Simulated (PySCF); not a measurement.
**Computed properties of DMSO (C2H6OS), SMILES CS(C)=O**

DMSO (C₂H₆OS), SMILES CS(C)=O. Geometry: B3LYP-D3(BJ)/def2-SVP. One conformer was computed; it need not be the lowest. All values are computed for the isolated molecule unless a solvent is named; none is compared with measurement here.

**Structure.** The optimised structure has Cs symmetry. All 24 harmonic modes at B3LYP-D3(BJ)/def2-SVP (PySCF) are real, so it is a minimum. With heavy atoms numbered as in [CH3:1][S:2]([CH3:3])=[O:4], the shortest bond between them is S2–O4 at 1.509 Å and the longest S2–C3 at 1.837 Å.

**Vibrations.** The strongest infrared lines (harmonic, unscaled, degenerate partners summed) lie at 1104 cm⁻¹ (113 km/mol, O 58 %, S 36 %), 648 cm⁻¹ (23 km/mol, C 49 %, S 31 %, H 20 %), 1450 cm⁻¹ (17 km/mol, H 96 %). The softest mode is at 175 cm⁻¹ and the zero-point energy is 49.3 kcal/mol.

**Electronic structure.** HF/def2-TZVP (PySCF) places the frontier levels at -10.02 and 3.54 eV, a gap of 13.56 eV, and gives a dipole moment of 4.59 D and a mean polarisability of 46.7 bohr³. PBE/def2-TZVP (PySCF) at the same geometry gives -5.33 and -0.16 eV, so its gap is 8.39 eV narrower. An orbital gap is neither the optical nor the fundamental gap.

**Excitations.** TDA-ωB97X/def2-SVPD (PySCF) has S1 at 6.14 eV (202 nm, f = 0.011, weak); the most intense of the 10 singlets computed lies at 8.02 eV (f = 0.11). T1 (TDA) is at 5.38 eV, 0.76 eV under S1. TDA-PBE/def2-SVPD (PySCF) puts S1 at 5.24 eV. No vertical singlet excitation falls in the visible range (under 3.1 eV).

**NMR.** GIAO shifts at HF/pcSseg-1 (PySCF) (non-relativistic, atoms alike by connectivity averaged): ¹³C at 42.5 ppm against TMS; ¹H at 2.6 ppm against TMS.

**Solvation.** SMD-ωB97X/def2-SVP (PySCF) gives -9.7 kcal/mol in water, -7.9 kcal/mol in acetone, -7.1 kcal/mol in cyclohexanone (1 M in both phases, gas-phase geometry); of these solvents water holds the molecule best.
